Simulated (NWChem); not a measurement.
The numbers come from NWChem runs, not from measurements. System: Cl (-1), charge -1, spin multiplicity 1. Level: CCSD(T)/def2-SVPD, 5 core orbitals frozen.

The NWChem input:

```
start mol
memory heap 100 mb stack 700 mb global 1900 mb
charge -1
geometry units angstroms nocenter noautoz
  Cl     0.000000     0.000000     0.000000
  symmetry group D2h
end
basis spherical
  * library def2-svpd
end
scf
  rhf
  nopen 0
  maxiter 100
  thresh 1e-7
  semidirect memsize 60000000 filesize 0
end
ccsd
  freeze core 5
  maxiter 60
end
task ccsd(t) energy
```

Output (cleaned and shortened):

```
             Northwest Computational Chemistry Package (NWChem) 7.3.0
             --------------------------------------------------------

                                NWChem Input Module
                                -------------------

 Scaling coordinates for geometry "geometry" by  1.889725989
 (inverse scale =  0.529177249)

                             Geometry "geometry" -> ""
                             -------------------------

 Output coordinates in angstroms (scale by  1.889725989 to convert to a.u.)

  No.       Tag          Charge          X              Y              Z
 ---- ---------------- ---------- -------------- -------------- --------------
    1 Cl                  17.0000     0.00000000     0.00000000     0.00000000

 Effective nuclear repulsion energy (a.u.)       0.0000000000

            Nuclear Dipole moment (a.u.)
            ----------------------------
        X                 Y               Z
 ---------------- ---------------- ----------------
     0.0000000000     0.0000000000     0.0000000000

      Symmetry information
      --------------------

 Group name             D2h
 Group number             26
 Group order               8
 No. of unique centers     1

      Symmetry unique atoms

     1


 Summary of "ao basis" -> "" (spherical)
 ------------------------------------------------------------------------------
       Tag                 Description            Shells   Functions and Types
 ---------------- ------------------------------  ------  ---------------------
 *                         def2-svpd                  on all atoms

 Summary of "ao basis" -> "ao basis" (spherical)
 ------------------------------------------------------------------------------
       Tag                 Description            Shells   Functions and Types
 ---------------- ------------------------------  ------  ---------------------
 Cl                        def2-svpd                11       27   5s4p2d

                                 NWChem SCF Module
                                 -----------------

  ao basis        = "ao basis"
  functions       =    27
  atoms           =     1
  closed shells   =     9
  open shells     =     0
  charge          =  -1.00
  wavefunction    = RHF
  use symmetry    = T
  symmetry adapt  = T

 Summary of "ao basis" -> "ao basis" (spherical)
 ------------------------------------------------------------------------------
       Tag                 Description            Shells   Functions and Types
 ---------------- ------------------------------  ------  ---------------------
 Cl                        def2-svpd                11       27   5s4p2d

      Symmetry analysis of basis
      --------------------------

        ag          9
        au          0
        b1g         2
        b1u         4
        b2g         2
        b2u         4
        b3g         2
        b3u         4

 Forming initial guess at       1.2s

      Superposition of Atomic Density Guess
      -------------------------------------

 Sum of atomic energies:        -459.32959417

 Renormalizing density from      17.00 to     18

      Non-variational initial energy
      ------------------------------

 Total energy =    -475.207943
 1-e energy   =    -671.847667
 2-e energy   =     196.639724
 HOMO         =       0.089820
 LUMO         =       0.362893

      Symmetry analysis of molecular orbitals - initial
      -------------------------------------------------

 !! scf_movecs_sym_adapt:   22 vectors were symmetry contaminated
[...]
                                                time     time      time
-------------------------------------------------------------------------
   1     -0.1656451363 -1.656D-01  2.007D-02     0.03     0.00     0.03
   2     -0.1678710339 -2.226D-03  1.927D-02     0.03     0.00     0.03
   3     -0.1683408121 -4.698D-04  4.807D-03     0.03     0.00     0.03
   4     -0.1686369337 -2.961D-04  1.640D-03     0.03     0.00     0.03
   5     -0.1686408480 -3.914D-06  2.774D-04     0.03     0.00     0.03
   6     -0.1686361289  4.719D-06  1.561D-05     0.03     0.00     0.03
   7     -0.1686356520  4.769D-07  2.827D-06     0.03     0.00     0.03
   8     -0.1686357273 -7.534D-08  5.239D-07     0.03     0.00     0.03
                  *************converged*************
-------------------------------------------------------------------------

 -----------
 CCSD Energy
 -----------
 Reference energy:            -459.419128663169658
 CCSD corr. energy:             -0.168635727340226
 Total CCSD energy:           -459.587764390509903

 --------------------------------
 Spin Component Scaled (SCS) CCSD
 --------------------------------
 Same spin contribution:                 -0.040390032327576
 Same spin scaling factor:                1.130000000000000
 Opposite spin contribution:             -0.128245695012650
 Opposite spin scaling fact.:             1.270000000000000
 SCS-CCSD correlation energy:            -0.208512769196226
 Total SCS-CCSD energy:                -459.627641432365863
 memory            104855292

*********triples calculation*********

nkpass=    1; nvpass=    1; memdrv=           9918; memtrn=         404195; memavail=      104855204
 memory available/node                      104855204
 total number of virtual orbitals        18
 number of virtuals per integral pass    18
 number of integral evaluations           1
 number of occupied per triples pass      4
 number of triples passes                 1

 commencing integral evaluation        1 at           0.29
  symmetry use  T
task         2 out of        66 done   3%  at       0.0 secs
task         4 out of        66 done   6%  at       0.0 secs
task         7 out of        66 done  10%  at       0.0 secs
task        10 out of        66 done  15%  at       0.0 secs
task        14 out of        66 done  21%  at       0.0 secs
task        17 out of        66 done  25%  at       0.0 secs
task        20 out of        66 done  30%  at       0.0 secs
task        24 out of        66 done  36%  at       0.0 secs
task        27 out of        66 done  40%  at       0.0 secs
task        30 out of        66 done  45%  at       0.0 secs
task        33 out of        66 done  50%  at       0.0 secs
task        37 out of        66 done  56%  at       0.0 secs
task        40 out of        66 done  60%  at       0.0 secs
task        43 out of        66 done  65%  at       0.0 secs
task        47 out of        66 done  71%  at       0.0 secs
task        50 out of        66 done  75%  at       0.0 secs
task        53 out of        66 done  80%  at       0.0 secs
task        57 out of        66 done  86%  at       0.0 secs
task        60 out of        66 done  90%  at       0.0 secs
task        63 out of        66 done  95%  at       0.0 secs
task        66 out of        66 done 100%  at       0.0 secs
 commencing triples evaluation - blocking       1
 ccsd(t): done        1 out of       18 progress:    5.6%
 ccsd(t): done        2 out of       18 progress:   11.1%
 ccsd(t): done        3 out of       18 progress:   16.7%
 ccsd(t): done        4 out of       18 progress:   22.2%
 ccsd(t): done        5 out of       18 progress:   27.8%
 ccsd(t): done        6 out of       18 progress:   33.3%
 ccsd(t): done        7 out of       18 progress:   38.9%
 ccsd(t): done        8 out of       18 progress:   44.4%
 ccsd(t): done        9 out of       18 progress:   50.0%
 ccsd(t): done       10 out of       18 progress:   55.6%
 ccsd(t): done       11 out of       18 progress:   61.1%
 ccsd(t): done       12 out of       18 progress:   66.7%
 ccsd(t): done       13 out of       18 progress:   72.2%
 ccsd(t): done       14 out of       18 progress:   77.8%
 ccsd(t): done       15 out of       18 progress:   83.3%
 ccsd(t): done       16 out of       18 progress:   88.9%
 ccsd(t): done       17 out of       18 progress:   94.4%
 ccsd(t): done       18 out of       18 progress:  100.0%
 Time for integral evaluation pass     1        0.04
 Time for triples evaluation pass      1        0.01

 pseudo-e(mp4)  -0.44488811201697E-02
 pseudo-e(mp5)   0.13500958909283E-03
        e(t)    -0.43138715310769E-02

 --------------
 CCSD(T) Energy
 --------------
 Reference energy:                    -459.419128663169658

 CCSD corr. energy:                     -0.168635727340226
 T(CCSD) corr. energy:                  -0.004448881120170
 Total CCSD+T(CCSD) energy:           -459.592213271630044

 CCSD corr. energy:                     -0.168635727340226
 (T) corr. energy:                      -0.004313871531077
 Total CCSD(T) energy:                -459.592078262040957

 routine      calls  cpu(0)   cpu-min  cpu-ave  cpu-max   i/o
 aoccsd          1     0.00     0.00     0.00     0.00    0.00
 iterdrv         1     0.00     0.00     0.00     0.00    0.00
 pampt           8     0.00     0.00     0.00     0.00    0.00
 t2pm            8     0.00     0.00     0.00     0.00    0.00
 sxy             8     0.00     0.00     0.00     0.00    0.00
 ints        34848     0.21     0.21     0.21     0.21    0.00
 t2eri         528     0.02     0.02     0.02     0.02    0.00
 idx2          528     0.01     0.01     0.01     0.01    0.00
 idx34           8     0.00     0.00     0.00     0.00    0.00
 ht2pm           8     0.00     0.00     0.00     0.00    0.00
 itm             8     0.01     0.01     0.01     0.01    0.00
 pdiis           8     0.00     0.00     0.00     0.00    0.00
 triples         1     0.00     0.00     0.00     0.00    0.00
 rdtrpo          1     0.00     0.00     0.00     0.00    0.00
 trpmos          1     0.04     0.04     0.04     0.04    0.00
 trpdrv          1     0.00     0.00     0.00     0.00    0.00
 dovvv        1440     0.00     0.00     0.00     0.00    0.00
 doooo        1440     0.00     0.00     0.00     0.00    0.00
 tengy        1152     0.00     0.00     0.00     0.00    0.00
 Total                 0.30     0.30     0.30     0.30    0.00

 Task  times  cpu:        0.4s     wall:        0.4s

 Total times  cpu:        1.6s     wall:        1.6s
```
